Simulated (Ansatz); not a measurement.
A short molecular-dynamics run on C$_{2}$H$_{2}$FNS, SMILES `NC1=C(F)S1`.

```yaml
crystal:
  periodic: [false, false, false]
  atoms:
    - {symbol: N, position_ang: [-0.358767, 0.962013, 0.439553]}
    - {symbol: C, position_ang: [0.272133, 0.005616, -0.199726]}
    - {symbol: C, position_ang: [0.685889, -1.326142, 0.079009]}
    - {symbol: F, position_ang: [-0.318613, -2.210081, -0.069442]}
    - {symbol: S, position_ang: [0.984880, -0.167502, -1.681261]}
    - {symbol: H, position_ang: [-0.763451, 0.784688, 1.344516]}
    - {symbol: H, position_ang: [-0.440770, 1.883309, 0.041750]}
basis:
  gaussian: {orbitals: def2-SVP}
hamiltonian: {xc: {name: r2SCAN}, dispersion: d4}
md: {timestep: 0.5 fs, n_steps: 30, ensemble: nvt_langevin, temperature: 500, initial_velocities: maxwell_boltzmann, friction: 0.01, seed: 651}
```

```sh
$ ansatz run in.yaml --threads 2 --pin off --events-out ev --progress --plain --max-ram 4352MiB
```

```
step  time (fs)  potential energy (eV)  kinetic (eV)  T (K)  conserved (eV)
   0        0.0            -17133.5488        0.3878    429               –
   1        0.5            -17133.5481        0.3737    413               –
   2        1.0            -17133.5454        0.3640    402               –
   3        1.5            -17133.5412        0.3721    411               –
   4        2.0            -17133.5343        0.3583    396               –
   5        2.5            -17133.5251        0.3378    373               –
   6        3.0            -17133.5147        0.3122    345               –
   7        3.5            -17133.5038        0.2960    327               –
   8        4.0            -17133.4919        0.3093    342               –
   9        4.5            -17133.4803        0.3204    354               –
  10        5.0            -17133.4695        0.3157    349               –
  11        5.5            -17133.4601        0.2958    327               –
  12        6.0            -17133.4522        0.2783    308               –
  13        6.5            -17133.4457        0.2800    309               –
  14        7.0            -17133.4399        0.2869    317               –
  15        7.5            -17133.4351        0.2828    313               –
  16        8.0            -17133.4299        0.2949    326               –
  17        8.5            -17133.4239        0.3014    333               –
  18        9.0            -17133.4179        0.3296    364               –
  19        9.5            -17133.4109        0.3049    337               –
  20       10.0            -17133.4028        0.3172    351               –
  21       10.5            -17133.3949        0.2664    294               –
  22       11.0            -17133.3898        0.2551    282               –
  23       11.5            -17133.3880        0.2103    232               –
  24       12.0            -17133.3889        0.2084    230               –
  25       12.5            -17133.3923        0.2066    228               –
  26       13.0            -17133.3967        0.1887    209               –
  27       13.5            -17133.4014        0.1956    216               –
  28       14.0            -17133.4062        0.1856    205               –
  29       14.5            -17133.4123        0.1820    201               –
  30       15.0            -17133.4179        0.1773    196               –
```

Velocities are drawn at the set temperature; a run this short doesn't reach equilibrium.

Frames (Å, forces in eV/Å):

```xyz
7
time=0.0 fs
N    -0.359    0.962    0.440   -0.065    0.169    0.062
C     0.272    0.006   -0.200    0.088   -0.355    0.111
C     0.686   -1.326    0.079   -0.005   -0.125    0.319
F    -0.319   -2.210   -0.069   -0.062   -0.168   -0.007
S     0.985   -0.168   -1.681    0.235    0.170   -0.696
H    -0.763    0.785    1.345   -0.163   -0.063    0.339
H    -0.441    1.883    0.042   -0.028    0.373   -0.129
7
time=0.5 fs
N    -0.361    0.963    0.436    0.047    0.210   -0.141
C     0.274    0.006   -0.196    0.125   -0.402   -0.086
C     0.690   -1.325    0.081   -0.160   -0.253    0.269
F    -0.319   -2.215   -0.067    0.114    0.018    0.022
S     0.984   -0.166   -1.683    0.202    0.147   -0.558
H    -0.765    0.782    1.335   -0.285   -0.045    0.571
H    -0.441    1.883    0.030   -0.043    0.324   -0.078
7
time=1.0 fs
N    -0.364    0.965    0.432    0.107    0.283   -0.260
C     0.276    0.006   -0.192    0.156   -0.422   -0.274
C     0.694   -1.325    0.084   -0.297   -0.373    0.226
F    -0.320   -2.219   -0.064    0.269    0.182    0.048
S     0.983   -0.164   -1.685    0.171    0.124   -0.426
H    -0.768    0.779    1.327   -0.353   -0.003    0.680
H    -0.442    1.884    0.018   -0.054    0.209    0.005
7
time=1.5 fs
N    -0.366    0.966    0.428    0.128    0.403   -0.329
C     0.278    0.006   -0.188    0.161   -0.409   -0.435
C     0.698   -1.324    0.086   -0.420   -0.497    0.186
F    -0.320   -2.224   -0.062    0.416    0.338    0.073
S     0.982   -0.162   -1.686    0.150    0.099   -0.311
H    -0.772    0.776    1.321   -0.379    0.053    0.697
H    -0.442    1.887    0.005   -0.055    0.013    0.120
7
time=2.0 fs
N    -0.368    0.968    0.423    0.130    0.520   -0.359
C     0.281    0.005   -0.185    0.159   -0.402   -0.585
C     0.702   -1.324    0.088   -0.533   -0.608    0.148
F    -0.321   -2.228   -0.059    0.551    0.487    0.094
S     0.981   -0.161   -1.688    0.133    0.073   -0.204
H    -0.776    0.774    1.316   -0.385    0.110    0.674
H    -0.441    1.890   -0.007   -0.056   -0.179    0.232
7
time=2.5 fs
N    -0.370    0.969    0.419    0.105    0.611   -0.323
C     0.283    0.005   -0.181    0.173   -0.397   -0.751
C     0.705   -1.324    0.091   -0.638   -0.708    0.114
F    -0.321   -2.233   -0.056    0.675    0.621    0.114
S     0.980   -0.159   -1.690    0.111    0.047   -0.088
H    -0.781    0.772    1.311   -0.367    0.176    0.603
H    -0.439    1.894   -0.018   -0.059   -0.350    0.332
7
time=3.0 fs
N    -0.371    0.971    0.415    0.062    0.657   -0.229
C     0.284    0.004   -0.178    0.195   -0.396   -0.908
C     0.708   -1.324    0.093   -0.735   -0.791    0.083
F    -0.322   -2.238   -0.053    0.785    0.739    0.130
S     0.979   -0.158   -1.691    0.088    0.023    0.025
H    -0.786    0.771    1.308   -0.328    0.244    0.490
H    -0.436    1.896   -0.028   -0.067   -0.475    0.410
7
time=3.5 fs
N    -0.373    0.972    0.410    0.006    0.676   -0.099
C     0.285    0.003   -0.175    0.223   -0.419   -1.051
C     0.710   -1.325    0.095   -0.823   -0.849    0.055
F    -0.323   -2.242   -0.050    0.880    0.843    0.142
S     0.979   -0.156   -1.693    0.068    0.000    0.127
H    -0.792    0.772    1.305   -0.277    0.307    0.361
H    -0.432    1.898   -0.038   -0.078   -0.557    0.465
7
time=4.0 fs
N    -0.374    0.974    0.406   -0.058    0.690    0.044
C     0.286    0.003   -0.172    0.253   -0.454   -1.181
C     0.713   -1.326    0.098   -0.908   -0.888    0.026
F    -0.323   -2.246   -0.047    0.968    0.938    0.154
S     0.978   -0.155   -1.694    0.048   -0.021    0.227
H    -0.800    0.772    1.301   -0.213    0.368    0.215
H    -0.429    1.900   -0.048   -0.089   -0.633    0.515
7
time=4.5 fs
N    -0.375    0.975    0.402   -0.115    0.655    0.200
C     0.288    0.002   -0.169    0.277   -0.493   -1.295
C     0.716   -1.327    0.101   -0.990   -0.904   -0.004
F    -0.324   -2.250   -0.044    1.046    1.022    0.164
S     0.978   -0.153   -1.696    0.029   -0.039    0.328
H    -0.808    0.773    1.298   -0.142    0.422    0.064
H    -0.426    1.901   -0.056   -0.105   -0.663    0.544
7
time=5.0 fs
N    -0.377    0.977    0.398   -0.148    0.532    0.367
C     0.289    0.002   -0.167    0.276   -0.505   -1.381
C     0.719   -1.329    0.104   -1.070   -0.916   -0.034
F    -0.324   -2.253   -0.041    1.121    1.101    0.174
S     0.977   -0.151   -1.698    0.012   -0.057    0.423
H    -0.817    0.776    1.295   -0.066    0.469   -0.086
H    -0.422    1.900   -0.064   -0.125   -0.623    0.537
7
time=5.5 fs
N    -0.378    0.979    0.394   -0.184    0.321    0.585
C     0.291    0.000   -0.165    0.255   -0.484   -1.441
C     0.723   -1.331    0.107   -1.146   -0.934   -0.061
F    -0.324   -2.257   -0.037    1.193    1.175    0.182
S     0.977   -0.149   -1.700    0.000   -0.076    0.508
H    -0.826    0.779    1.293    0.025    0.505   -0.255
H    -0.418    1.897   -0.069   -0.142   -0.507    0.481
7
time=6.0 fs
N    -0.380    0.980    0.391   -0.224    0.077    0.820
C     0.292   -0.001   -0.163    0.233   -0.454   -1.489
C     0.726   -1.333    0.110   -1.216   -0.947   -0.085
F    -0.325   -2.260   -0.034    1.257    1.236    0.190
S     0.976   -0.147   -1.701   -0.013   -0.095    0.585
H    -0.835    0.785    1.291    0.115    0.516   -0.402
H    -0.415    1.893   -0.072   -0.152   -0.334    0.381
7
time=6.5 fs
N    -0.381    0.980    0.387   -0.247   -0.173    1.025
C     0.294   -0.003   -0.161    0.202   -0.409   -1.525
C     0.729   -1.335    0.113   -1.276   -0.960   -0.107
F    -0.325   -2.263   -0.031    1.313    1.288    0.197
S     0.976   -0.145   -1.703   -0.022   -0.114    0.654
H    -0.844    0.792    1.288    0.182    0.496   -0.493
H    -0.414    1.889   -0.073   -0.151   -0.129    0.250
7
time=7.0 fs
N    -0.382    0.981    0.384   -0.230   -0.405    1.147
C     0.296   -0.005   -0.160    0.149   -0.324   -1.544
C     0.731   -1.337    0.116   -1.330   -0.984   -0.126
F    -0.325   -2.266   -0.027    1.365    1.333    0.204
S     0.975   -0.143   -1.705   -0.028   -0.134    0.715
H    -0.852    0.802    1.284    0.214    0.445   -0.507
H    -0.413    1.885   -0.074   -0.141    0.069    0.112
7
time=7.5 fs
N    -0.384    0.981    0.381   -0.158   -0.585    1.137
C     0.297   -0.008   -0.159    0.087   -0.208   -1.542
C     0.734   -1.339    0.119   -1.383   -1.015   -0.142
F    -0.326   -2.269   -0.024    1.416    1.370    0.211
S     0.975   -0.141   -1.706   -0.032   -0.156    0.765
H    -0.859    0.815    1.277    0.196    0.364   -0.418
H    -0.413    1.881   -0.076   -0.126    0.229   -0.012
7
time=8.0 fs
N    -0.385    0.981    0.378   -0.066   -0.735    1.076
C     0.299   -0.012   -0.158    0.024   -0.074   -1.535
C     0.736   -1.342    0.121   -1.430   -1.049   -0.151
F    -0.326   -2.272   -0.021    1.459    1.396    0.215
S     0.974   -0.139   -1.708   -0.037   -0.178    0.810
H    -0.865    0.829    1.269    0.155    0.269   -0.283
H    -0.413    1.878   -0.078   -0.105    0.372   -0.132
7
time=8.5 fs
N    -0.386    0.981    0.375    0.019   -0.814    0.984
C     0.300   -0.016   -0.157   -0.044    0.073   -1.518
C     0.739   -1.344    0.123   -1.468   -1.088   -0.152
F    -0.326   -2.274   -0.017    1.496    1.414    0.215
S     0.974   -0.136   -1.709   -0.036   -0.203    0.839
H    -0.872    0.843    1.261    0.113    0.169   -0.145
H    -0.412    1.876   -0.080   -0.079    0.450   -0.224
7
time=9.0 fs
N    -0.386    0.981    0.372    0.112   -0.796    0.820
C     0.301   -0.019   -0.157   -0.116    0.230   -1.487
C     0.741   -1.346    0.124   -1.502   -1.129   -0.147
F    -0.326   -2.276   -0.013    1.528    1.424    0.212
S     0.973   -0.134   -1.710   -0.033   -0.228    0.856
H    -0.880    0.858    1.252    0.061    0.067    0.013
H    -0.411    1.875   -0.084   -0.051    0.432   -0.267
7
time=9.5 fs
N    -0.387    0.981    0.370    0.234   -0.757    0.597
C     0.302   -0.023   -0.156   -0.192    0.397   -1.443
C     0.744   -1.349    0.125   -1.533   -1.162   -0.139
F    -0.325   -2.278   -0.009    1.553    1.425    0.207
S     0.972   -0.131   -1.711   -0.028   -0.252    0.867
H    -0.888    0.873    1.242   -0.009   -0.030    0.196
H    -0.408    1.875   -0.089   -0.025    0.379   -0.285
7
time=10.0 fs
N    -0.387    0.981    0.367    0.401   -0.705    0.301
C     0.303   -0.027   -0.157   -0.274    0.558   -1.386
C     0.746   -1.351    0.126   -1.557   -1.184   -0.128
F    -0.325   -2.279   -0.005    1.569    1.418    0.200
S     0.971   -0.129   -1.712   -0.020   -0.273    0.869
H    -0.896    0.887    1.231   -0.114   -0.119    0.426
H    -0.405    1.875   -0.095   -0.006    0.305   -0.282
7
time=10.5 fs
N    -0.388    0.981    0.365    0.574   -0.613   -0.020
C     0.304   -0.031   -0.157   -0.347    0.698   -1.327
C     0.748   -1.354    0.127   -1.572   -1.188   -0.117
F    -0.324   -2.281   -0.001    1.575    1.403    0.192
S     0.970   -0.127   -1.714   -0.010   -0.292    0.862
H    -0.902    0.900    1.220   -0.230   -0.194    0.658
H    -0.402    1.875   -0.102    0.010    0.187   -0.249
7
time=11.0 fs
N    -0.388    0.980    0.363    0.689   -0.485   -0.268
C     0.304   -0.035   -0.158   -0.398    0.792   -1.270
C     0.749   -1.358    0.128   -1.577   -1.169   -0.108
F    -0.323   -2.282    0.002    1.566    1.377    0.184
S     0.968   -0.124   -1.715    0.000   -0.308    0.850
H    -0.907    0.911    1.212   -0.300   -0.249    0.803
H    -0.398    1.876   -0.108    0.020    0.041   -0.191
7
time=11.5 fs
N    -0.388    0.979    0.361    0.744   -0.345   -0.425
C     0.304   -0.038   -0.159   -0.434    0.842   -1.212
C     0.750   -1.361    0.130   -1.571   -1.126   -0.098
F    -0.321   -2.283    0.005    1.544    1.341    0.175
S     0.967   -0.122   -1.716    0.010   -0.320    0.831
H    -0.913    0.921    1.206   -0.315   -0.287    0.850
H    -0.393    1.876   -0.116    0.022   -0.104   -0.120
7
time=12.0 fs
N    -0.388    0.978    0.359    0.746   -0.200   -0.504
C     0.304   -0.041   -0.160   -0.464    0.871   -1.157
C     0.749   -1.365    0.131   -1.551   -1.072   -0.088
F    -0.320   -2.284    0.009    1.509    1.296    0.166
S     0.966   -0.121   -1.717    0.021   -0.330    0.810
H    -0.919    0.930    1.202   -0.281   -0.314    0.812
H    -0.389    1.876   -0.125    0.019   -0.251   -0.040
7
time=12.5 fs
N    -0.388    0.978    0.357    0.687   -0.047   -0.495
C     0.304   -0.044   -0.162   -0.485    0.871   -1.097
C     0.749   -1.368    0.133   -1.524   -1.007   -0.080
F    -0.318   -2.284    0.012    1.467    1.249    0.157
S     0.964   -0.119   -1.717    0.034   -0.337    0.781
H    -0.927    0.938    1.200   -0.189   -0.330    0.681
H    -0.385    1.876   -0.135    0.010   -0.399    0.053
7
time=13.0 fs
N    -0.387    0.977    0.355    0.577    0.092   -0.403
C     0.303   -0.045   -0.163   -0.501    0.838   -1.035
C     0.748   -1.371    0.135   -1.492   -0.935   -0.073
F    -0.317   -2.285    0.015    1.422    1.206    0.147
S     0.963   -0.117   -1.718    0.052   -0.344    0.742
H    -0.934    0.943    1.199   -0.053   -0.333    0.478
H    -0.381    1.875   -0.145   -0.005   -0.523    0.145
7
time=13.5 fs
N    -0.387    0.976    0.353    0.437    0.172   -0.235
C     0.303   -0.047   -0.165   -0.510    0.781   -0.985
C     0.747   -1.375    0.137   -1.452   -0.847   -0.066
F    -0.315   -2.285    0.018    1.371    1.163    0.135
S     0.962   -0.115   -1.719    0.068   -0.349    0.705
H    -0.941    0.947    1.199    0.107   -0.327    0.233
H    -0.378    1.873   -0.154   -0.022   -0.592    0.212
7
time=14.0 fs
N    -0.386    0.976    0.351    0.312    0.189   -0.056
C     0.303   -0.048   -0.167   -0.516    0.699   -0.930
C     0.746   -1.379    0.139   -1.404   -0.735   -0.060
F    -0.314   -2.286    0.021    1.309    1.113    0.122
S     0.960   -0.114   -1.719    0.086   -0.352    0.665
H    -0.948    0.949    1.200    0.251   -0.322    0.018
H    -0.376    1.870   -0.161   -0.038   -0.591    0.241
7
time=14.5 fs
N    -0.386    0.975    0.349    0.201    0.129    0.141
C     0.303   -0.049   -0.168   -0.519    0.589   -0.868
C     0.744   -1.382    0.141   -1.346   -0.614   -0.053
F    -0.312   -2.287    0.025    1.238    1.059    0.107
S     0.959   -0.112   -1.719    0.109   -0.353    0.612
H    -0.954    0.950    1.199    0.371   -0.318   -0.157
H    -0.374    1.863   -0.168   -0.054   -0.492    0.218
7
time=15.0 fs
N    -0.385    0.974    0.348    0.100   -0.011    0.362
C     0.303   -0.049   -0.170   -0.514    0.454   -0.813
C     0.743   -1.386    0.143   -1.284   -0.490   -0.047
F    -0.310   -2.287    0.028    1.166    1.005    0.093
S     0.957   -0.111   -1.720    0.132   -0.353    0.561
H    -0.961    0.951    1.197    0.471   -0.311   -0.299
H    -0.373    1.854   -0.175   -0.071   -0.294    0.143
```

It took 80 s on 2 threads of an Arm Neoverse V1 on a shared host, with 0.39 GiB of host memory at the peak.
